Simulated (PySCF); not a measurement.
## CS2: one-bond stretch

Computed with PySCF, wB97X, basis C def2-TZVP, S def2-TZVP (no relativity, density fitting).

Rigid scan from the singlet minimum (C–S 1.544 Å (×2); S–C–S 180.0°). Coordinate: the bond from C to the last atom (S) scaled, the rest fixed. Energies in kJ/mol from the minimum.

| scale of one bond | E (kJ/mol) | dipole size (D) |
| --- | --- | --- |
| 0.92 | 49.3 | 0.96 |
| 0.96 | 11.0 | 0.48 |
| 1.00 | 0.0 | 0.00 |
| 1.05 | 13.2 | 0.58 |
| 1.12 | 62.8 | 1.35 |
| 1.20 | 141.4 | 2.17 |
| 1.35 | 295.0 | 3.46 |
| 1.55 | 443.5 | – |
| 1.80 | 534.8 | – |
| 2.20 | 591.3 | – |

At long bonds a restricted determinant can lie too high, and another spin state can fall below this curve.

Other isomers or separated fragments may lie lower.
